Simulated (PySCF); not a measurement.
# From one method to the next for SiC⁺ (quartet)

Starting from one script, swap the method and compare what comes out for SiC⁺ (quartet).

Program: PySCF 2.14.0. Level of theory: method and basis as typed in the scripts. These are calculated values, not measurements.

3 further runs of the same task are left out: 3 that didn't finish.

## (1) Starting geometry

SiC⁺ (quartet): 2 atoms, charge 1, spin multiplicity 4.

Bond lengths: Si1–C2 2.021 Å.

## (2) The run that the others are compared with

Input file input.py:

```python
from pyscf import gto, scf

mol = gto.M(
    atom='Si 0 0 0; C 0 0 2.021',
    basis='6-31+g*',
    charge=1,
    spin=3,
    verbose=4,
)
mf = scf.UHF(mol)
mf.kernel()
mf.stability(internal=True, external=True)
mf.dip_moment()
print('orbital energies (hartree):', [e[max(0, n-3):n+3].round(4) for e, n in zip(mf.mo_energy, mol.nelec)])
```

Command:

```
$ OMP_NUM_THREADS=1 python input.py
```

## (3) EOM-EE

Edit 1 changes step after the SCF: stability → eomee; number of roots: none → 6.

input.py: that of step 2 with these lines changed.

```diff
@@ -1,2 +1,2 @@
-from pyscf import gto, scf
+from pyscf import gto, scf, cc
 
@@ -11,3 +11,6 @@
 mf.kernel()
-mf.stability(internal=True, external=True)
+mycc = cc.CCSD(mf)
+mycc.kernel()
+e = mycc.eeccsd(nroots=6)[0]
+print('roots (eV) =', (e*27.211386).round(3))
 mf.dip_moment()
```

## (4) SCF alone

Edit 2 changes step after the SCF: stability → none.

input.py: that of step 2 with these lines changed.

```diff
@@ -11,3 +11,2 @@
 mf.kernel()
-mf.stability(internal=True, external=True)
 mf.dip_moment()
```

## (5) CASCI (ROHF)

Edit 3 changes step after the SCF: stability → casci; SCF type: UHF → ROHF; active space: none → 5 electrons in 6 orbitals.

Input file input.py:

```python
from pyscf import gto, scf, mcscf

mol = gto.M(
    atom='Si 0 0 0; C 0 0 2.021',
    basis='6-31+g*',
    charge=1,
    spin=3,
    verbose=4,
)
mf = scf.ROHF(mol)
mf.kernel()
mc = mcscf.CASCI(mf, 6, 5)
mc.kernel()
mc.analyze()
mf.dip_moment()
print('orbital energies (hartree):', mf.mo_energy[..., max(0, mol.nelec[1]-3):mol.nelec[0]+3].round(4))
```

## (6) Lc_wpbe (UKS)

Edit 4 changes functional: none (Hartree–Fock) → lc_wpbe; SCF type: UHF → UKS; step after the SCF: stability → analyze.

Input file input.py:

```python
from pyscf import gto, dft

mol = gto.M(
    atom='Si 0 0 0; C 0 0 2.021',
    basis='6-31+g*',
    charge=1,
    spin=3,
    verbose=4,
)
mf = dft.UKS(mol, xc='lc_wpbe')
mf.kernel()
mf.analyze()
print('orbital energies (hartree):', [e[max(0, n-3):n+3].round(4) for e, n in zip(mf.mo_energy, mol.nelec)])
```

Before running it: what results should come out? Wanted: for each run, E(SCF); from base; gap, α spin; after the SCF.

The runs gave:

```csv
run,E(SCF) (hartree),from base (eV),cycles,"gap, α spin (eV)",after the SCF
base,-326.308518,0,15,11.20,stable
EOM-EE,-326.308518,0.0000,15,11.20,"CCSD correlation -4.274 eV, first root 1.00 eV"
SCF alone,-326.308518,0.0000,15,11.20,n/a
CASCI (ROHF),-326.307005,+0.0412,14,n/a,CASCI correlation -0.615 eV
lc_wpbe (UKS),-326.864273,not comparable,13,9.71,n/a
```

**Reading.** Total energies of different functionals can't be compared with each other; differences within one functional can. The dearest run is “EOM-EE”, at 37 s against 1.1 s.
